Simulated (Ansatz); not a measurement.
# CClS: the cost of one run

Computed with Ansatz 0.2.0 (the levels named in each step, unless a step's input says otherwise).

### Step 1. The structure to begin with

Bond lengths: S1–C2 1.564 Å, C2–Cl3 1.608 Å. Angles: S1–C2–Cl3 180.0°.

Structure file:

```xyz
3

S     0.0000    0.0000   -1.5789
C     0.0000    0.0000   -0.0148
Cl    0.0000    0.0000    1.5937
```

### Step 2. A rough first relaxation, PBE-D4/def2-SVP

This run stands in another session on the same molecule. It ended at:

```xyz
3

S     0.0000    0.0000   -1.5962
C     0.0000    0.0000   -0.0173
Cl    0.0000    0.0000    1.6135
```

### Step 3. Relaxation, PBE0-D4/def2-TZVPP

This run stands in another session on the same molecule. It ended at:

```xyz
3

S     0.0000    0.0000   -1.5684
C     0.0000    0.0000   -0.0191
Cl    0.0000    0.0000    1.5875
```

### Step 4. Frequencies, PBE0-D4/def2-TZVPP

The input, input.yaml:

```yaml
crystal:
  periodic: [false, false, false]
  atoms:
    - { symbol: S, position_ang: [0.0, 0.0, -1.56843421] }
    - { symbol: C, position_ang: [0.0, 0.0, -0.01907395] }
    - { symbol: Cl, position_ang: [0.0, 0.0, 1.58750816] }
magnetization:
  spin_polarized: true
  initial_magnetization: 1
basis:
  gaussian: { orbitals: def2-TZVPP }
hamiltonian:
  xc: pbe0
  dispersion: d4
phonons: {}
```

Run with:

```sh
$ ansatz run input.yaml --threads 2 --pin off --max-ram 5120MiB --backend cpu --events-out ev --progress --plain --runs-dir out
```

What time and memory should one allow on 2 threads of Intel Xeon at 2.50GHz (Skylake/Cascade Lake), shared host?

About 57 s, with a peak of 0.25 GiB.
